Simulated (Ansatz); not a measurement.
Diamond-structure Ge was calculated with r²SCAN-D4 (PAW; Ansatz, a quantum-chemistry and plane-wave program).

Run with plane-wave cutoff 500 eV, 12×12×12 k mesh, Fermi–Dirac smearing 0.05 eV, scalar-relativistic PAW data made under PBE.

Cell (relaxed at this level):

```cif
data_Ge8
_chemical_formula_sum 'Ge8'
_space_group_name_H-M_alt 'Fd-3m :1'
_space_group_IT_number 227
_space_group_name_Hall 'F 4d 2 3 -1d'
_cell_length_a 5.65557
_cell_length_b 5.65557
_cell_length_c 5.65557
_cell_angle_alpha 90.000
_cell_angle_beta 90.000
_cell_angle_gamma 90.000
loop_
_atom_site_label
_atom_site_type_symbol
_atom_site_symmetry_multiplicity
_atom_site_Wyckoff_symbol
_atom_site_fract_x
_atom_site_fract_y
_atom_site_fract_z
_atom_site_occupancy
Ge1 Ge 8 b 0.50000 0.50000 0.50000 1
```
(The calculation used a cell of 2 atoms; values per cell refer to that cell.)

**Question.** Give the computed band gap.

**Answer.** 
band gap: 0.45 eV (on the SCF k mesh)

Measured, for comparison: band gap 0.79 eV (measured zero-point renormalisation of 52 meV added back here; inputs from Miglio et al. (2020), arXiv:2011.12765).

Spin–orbit coupling is not included.

Computed values are for the static lattice.
